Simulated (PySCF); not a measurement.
A GIAO shielding run with PySCF 2.14.0 with density-fitted response routines (density fitting, non-relativistic, gas phase) on carbonyl fluoride (O=C(F)F, CF2O):

```
$ OMP_NUM_THREADS=1 python probes_run.py task.json out

{"job": {"kind": "nmr", "xc": "B97-D", "basis": "pcSseg-2", "pop": false}, "charge": 0, "multiplicity": 1}
O     -0.347305     1.056812     0.793596
C     -0.062863     0.027963     0.311742
F      0.943714    -0.731039     0.656937
F     -0.698776    -0.562616    -0.664959
```

Hardware: 1 thread of an Arm Neoverse V1, shared host.

**Question.** How large is the calculation?

**Answer.** 32 electrons, 144 basis functions and 393 auxiliary functions.

**Question.** How long does it take, and how much memory does it need?

**Answer.** 7.9 s of wall time, with 15 SCF cycles; peak memory 0.56 GiB. Times on a shared host scatter by some tens of per cent.

**Question.** And these other runs on the same molecule and hardware: GIAO shielding at B3LYP/pcSseg-2; GIAO shielding at BLYP/pcSseg-2; GIAO shielding at BP86/pcSseg-2; GIAO shielding at HF/pcSseg-2; GIAO shielding at KT2/pcSseg-2; GIAO shielding at KT3/pcSseg-2?

**Answer.** B3LYP/pcSseg-2: 144 functions, 5.9 s; BLYP/pcSseg-2: 144 functions, 7 s; BP86/pcSseg-2: 144 functions, 7.2 s; HF/pcSseg-2: 144 functions, 4.7 s; KT2/pcSseg-2: 144 functions, 8 s; KT3/pcSseg-2: 144 functions, 8.1 s.
